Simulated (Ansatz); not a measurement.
Working through a composite energy at a relaxed geometry of CH4Si, SMILES C[SiH]

Program: Ansatz 0.2.0, Python API.

Run as a notebook:

**Cell 1**
```python
import itertools
import warnings

import ansatz as az
from ase.data import atomic_numbers, covalent_radii
import numpy as np
```

**Cell 2**
```python
BASIS_SET = "def2-SVP"
XC = "b3lyp"
```

**Cell 3**
```python
warnings.simplefilter("ignore", az.DeckWarning)
```

**Cell 4**
```python
ch4si = (
    az.Crystal.molecule()
    .atom("C", (-0.14285, -0.38469, -0.43893))
    .atom("Si", (0.76864, 0.3435, 1.06294))
    .atom("H", (-1.19993, -0.51693, -0.21789))
    .atom("H", (0.26747, -1.35059, -0.71579))
    .atom("H", (-0.05776, 0.27762, -1.29798))
    .atom("H", (0.36443, 1.6311, 1.60766))
)
```

**Cell 5**
```python
base = (
    ch4si.calculation()
    .basis(gaussian=BASIS_SET)
    .functional(XC)
    .accuracy("medium")
    .scf(lower_state_search="off")
)
symbols = [site.symbol for site in ch4si.cartesian_sites]
start = np.array([site.position_ang for site in ch4si.cartesian_sites], dtype=float)
rep = base.relax(force_tolerance=0.01).run().report
end = np.array(rep["positions_ang"])
radius = [covalent_radii[atomic_numbers[s]] for s in symbols]
span = lambda where, i, j: np.linalg.norm(where[i] - where[j])
bonded = [(i, j) for i, j in itertools.combinations(range(len(symbols)), 2) if min(span(start, i, j), span(end, i, j)) < 1.2 * (radius[i] + radius[j])]
print("pair        before    after (A)")
for i, j in bonded:
    print(f"{symbols[i]}{i}-{symbols[j]}{j}".ljust(10), f"{span(start, i, j):8.4f} {span(end, i, j):8.4f}")
```
Output:
```text
pair        before    after (A)
C0-Si1       1.9018   1.9131
C0-H2        1.0880   1.1069
C0-H3        1.0853   1.1007
C0-H4        1.0881   1.1068
Si1-H5       1.4553   1.5383
```

**Cell 6**
```python
minimum = az.Crystal.molecule()
for symbol, place in zip(symbols, end):
    minimum = minimum.atom(symbol, place.tolist())
at_minimum = minimum.calculation()
level = lambda method, basis: at_minimum.basis(gaussian=basis).correlation(method).run().report
small, large, cluster = level("mp2", "cc-pVDZ"), level("mp2", "cc-pVTZ"), level("ccsd_t", "cc-pVDZ")
corr = lambda each: (each["free_energy_ev"] - each["reference_energy_ev"]) / 27.211386246
mp2_limit = (27 * corr(large) - 8 * corr(small)) / 19
pieces = {"HF / cc-pVTZ": large["reference_energy_ev"] / 27.211386246, "MP2 correlation, DZ-TZ limit": mp2_limit, "CCSD(T) - MP2 / cc-pVDZ": corr(cluster) - corr(small)}
for name, value in pieces.items():
    print(f"{name:32s} {value:14.6f} Ha")
print(f"{'sum':32s} {sum(pieces.values()):14.6f} Ha")
print("T1 diagnostic", round(cluster["correlation"]["coupled_cluster"]["t1_diagnostic"], 4))
```
Output:
```text
HF / cc-pVTZ                        -329.091066 Ha
MP2 correlation, DZ-TZ limit          -0.308772 Ha
CCSD(T) - MP2 / cc-pVDZ               -0.047085 Ha
sum                                 -329.446923 Ha
T1 diagnostic 0.0117
```

The settings weren't tested for convergence. The sum leaves out core correlation, relativity, the Hartree-Fock basis error and zero-point energy; a DZ-TZ extrapolation is rough. b3lyp holds the VWN-RPA fit, as in Gaussian; the form of ORCA and Turbomole is b3lyp5. Inner cores stay frozen, so this is valence correlation. For Al to Cl the sets with a tight d function, cc-pV(X+d)Z, are usual. It ran for 8.2 s on 1 thread of Arm Neoverse V1, on a shared host, peak memory 0.23 GiB.
